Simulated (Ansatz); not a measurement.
α-quartz (SiO2) was calculated with PBE-D4 (Ansatz, a quantum-chemistry and plane-wave program, PAW).

Settings: plane-wave cutoff 520 eV, 12×12×6 k mesh (along the axes of the cell as run), Fermi–Dirac smearing 0.01 eV, scalar-relativistic PAW data made under PBE.

Computed at the level's own relaxed cell.

```xyz
9
Lattice="2.4578 -4.2570 0.0000 2.4578 4.2570 0.0000 0.0000 0.0000 5.4238" Properties=species:S:1:pos:R:3 pbc="T T T"
Si     1.1454     1.9839     1.8079
Si     2.6247     0.0000     0.0000
Si     1.1454    -1.9839     3.6158
O      1.6812     0.5802     1.1933
O      3.5724     1.1659     4.8092
O      2.1197    -2.5109     2.4225
O      3.5724    -1.1659     0.6146
O      1.6812    -0.5802     4.2304
O      2.1197     2.5109     3.0013
```

List the 31 lowest band energies at Γ above −25 eV (eV, relative to the valence band maximum), grouping those that round alike.

At Γ: -19.29, -17.79 (×2), -17.15 (×2), -17.14, -8.08 (×2), -5.32, -5.29, -5.09 (×2), -2.87 (×2), -2.61, -2.38, -1.39 (×2), -1.35, -1.02 (×2), -0.80, -0.28 (×2), 5.84, 9.20 (×2), 9.77 (×2), 10.95, 11.49.
